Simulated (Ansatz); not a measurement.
Take Ta in the bcc (W type) structure (space group Im-3m, No. 229; a = 3.282 Å) as the base.

Level of theory: PBEsol (Ansatz, a quantum-chemistry and plane-wave program), spin-orbit coupling left out.

Perturbation: Nb takes the place of Ta on all its sites; the structure is relaxed again.

Measured lattice parameter a: Ta 3.299 Å (static lattice; corrected from measurement; as listed in Daniel Mejia-Rodriguez, S. B. Trickey, Phys. Rev. B (2018)); Nb 3.294 Å (static lattice; corrected from measurement; as listed in Daniel Mejia-Rodriguez, S. B. Trickey, Phys. Rev. B (2018)).

Question: How well does PBEsol reproduce the measured shift?

Answer: With PBEsol the lattice parameter a moves by -0.011 Å (3.282 → 3.271) against -0.005 Å measured.

No phonon test of stability was made. The final runs are not spin-polarised.
